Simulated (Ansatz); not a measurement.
# BH2OSi: the cost of one run

The runs use Ansatz 0.2.0; UHF/def2-TZVP.

### Step 1. Starting geometry

SMILES `[O]B=[SiH2]`, 5 atoms, charge 0, spin multiplicity 2.

Atoms are counted from 1 here; the program's logs count them from 0.

Bond lengths: O1–B2 1.219 Å, B2–Si3 1.968 Å, Si3–H4 1.499 Å, Si3–H5 1.499 Å. Angles: O1–B2–Si3 176.4°, B2–Si3–H4 113.7°, B2–Si3–H5 113.7°, H4–Si3–H5 113.5°.

Coordinates:

```csv
atom,x (Å),y (Å),z (Å)
O1,-0.6884,-0.6776,2.2107
B2,-0.4015,-0.3063,1.0852
Si3,-0.0501,0.3427,-0.7391
H4,0.1245,-0.7541,-1.7466
H5,1.0155,1.3953,-0.8103
```

This geometry comes from a loose relaxation at PBE in a small basis, which is not shown.

### Step 3. The grid

- umbrella angle at Si3 (between each of its bonds and their common axis; 90 is planar): 15 values from 60.6 to 119.4 °
- change of the bonds Si3–B2, Si3–H4, Si3–H5, all alike: 15 values from −0.181 to 0.280 Å

Nothing else is relaxed (all other coordinates rigid). Energies count from the relaxed molecule at the same level. Points are written as (first, second).

(The set-up runs are not shown.)

### Step 4. Grid point (64.8°, −0.082 Å)

Input file input.yaml:

```yaml
crystal:
  periodic: [false, false, false]
  atoms:
    - { symbol: O, position_ang: [-2.423778, 0.453045, 1.266524] }
    - { symbol: B, position_ang: [-1.516519, 0.407325, 0.5081] }
    - { symbol: Si, position_ang: [-0.085415, 0.372207, -0.773175] }
    - { symbol: H, position_ang: [-0.696482, -0.160696, -1.900571] }
    - { symbol: H, position_ang: [0.081279, 1.715507, -1.083284] }
magnetization:
  spin_polarized: true
  initial_magnetization: 1
basis:
  gaussian: { orbitals: def2-TZVP }
hamiltonian:
  xc: hf
output:
  forces: true
```

Started as:

```bash
$ ansatz run input.yaml --threads 1 --pin off --max-ram 2560MiB --backend cpu --events-out ev --progress --plain --runs-dir out
```

What time and memory should one allow on 1 thread of Arm Neoverse V2, shared host?

About 1.3 s, with a peak of 0.17 GiB.
